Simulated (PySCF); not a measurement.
**Name the molecule from its bond curve**

A diatomic of charge 0 contains O. Its singlet curve at RHF-CCSD(T) in a double-zeta basis (no relativity, PySCF), in eV from the separated fragments:

```tsv
R (Å)	E (eV)
1.372	-6.353
1.433	-7.027
1.478	-7.288
1.524	-7.389
1.570	-7.368
1.631	-7.195
1.707	-6.822
1.798	-6.238
```

The fit gives ωe = 1206 cm⁻¹ and the rotational constant Bₑ = 0.7008 cm⁻¹.

Q: Which atom is the partner?

A: The minimum lies at 1.537 Å, so the reduced mass is 16.8576 u Å² cm⁻¹/(Bₑ·Re²) = 10.18 u. With O at 15.99 u the partner weighs about 28.0 u: Si. The molecule is SiO.

Correlated steps freeze 6 core orbitals. The CCSD T1 diagnostic is raised, a sign that a single reference may not be enough here.
